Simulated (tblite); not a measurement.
Compound: tetrafluoromethane, CF₄.
SMILES: `FC(F)(F)F`

Calculated harmonic vibrations of the isolated species, GFN2-xTB (tblite), most abundant isotopes, no scaling. Errors from tens to a few hundred cm⁻¹ against measured bands are possible.

Harmonic wavenumbers (cm⁻¹): 379.9, 380.1, 545.1, 545.2, 545.3, 861.5, 1147.9, 1148.0, 1148.1.

A = 5778, B = 5777, C = 5777 MHz; mass 87.994 u (most abundant isotopes); point group Td, symmetry number 12.

Problem. What is the zero-point energy?

Solution. Half the sum of the wavenumbers: 3351 cm⁻¹ = 40.08 kJ/mol.

Problem. What is S at 400 K and 1 bar for an ideal gas of classical rigid rotors and harmonic oscillators?

Solution. Translation 170.80, rotation 87.29, vibration 28.15: S = 286.2 J/(mol K).

Problem. And Cp and H(400 K) − H(0)?

Solution. Cp = 76.82 J/(mol K), of which vibrations give 43.57 (their classical limit is 9 R = 74.8); H(400 K) − H(0) = 20.78 kJ/mol without the zero-point energy, 7.48 from vibrations.

Problem. How do the functions run with temperature in this model?

Solution. 
```
 T (K)  S (J/(mol K))  Cp (J/(mol K))  H − H(0) (kJ/mol)  G − H(0) (kJ/mol)  ln q(vib)
    50          188.9            33.3               1.66              -7.78       0.00
   100          212.5            36.0               3.37             -17.88       0.01
298.15          265.3            65.7              13.49             -65.61       0.60
373.15          281.0            74.2              18.75             -86.10       0.99
   500          304.3            84.6              28.87            -123.27       1.72
   750          341.0            95.5              51.58            -204.14       3.18
  1000          369.2           100.5              76.15            -293.04       4.54
```

q(vib) and H(0) count from the zero-point level.

Problem. Which modes carry the vibrational entropy at 400 K?

Solution. 379.9 cm⁻¹: 6.34; 380.1 cm⁻¹: 6.33; 545.1 cm⁻¹: 3.93; 545.2 cm⁻¹: 3.93; 545.3 cm⁻¹: 3.93; 861.5 cm⁻¹: 1.60 J/(mol K); the other 3 give 2.09 together.
